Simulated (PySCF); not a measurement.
Bonds broken one at a time in the series B NH2-H. All species are isolated molecules in the gas phase. Strings in code marks are SMILES.

Method: PBE-D3(BJ)/def2-TZVP // B3LYP-D3(BJ)/def2-TZVP (PySCF). 

```
species                     dipole moment (D)
--------------------------  -----------------
whole molecule (`NB(N)N`)                0.02
radical fragment (`N[B]N`)               1.70
radical fragment (`[NH2]`)               1.90
whole molecule (`NBN`)                    ___
radical fragment (`N[BH]`)               2.39
whole molecule (`BN`)                    2.07
radical fragment (`[BH2]`)                ___
whole molecule (`B`)                     0.00
```

Q: Fill in the missing entries.

A: 
- whole molecule (`NBN`), dipole moment (D): 1.42
- radical fragment (`[BH2]`), dipole moment (D): 0.51
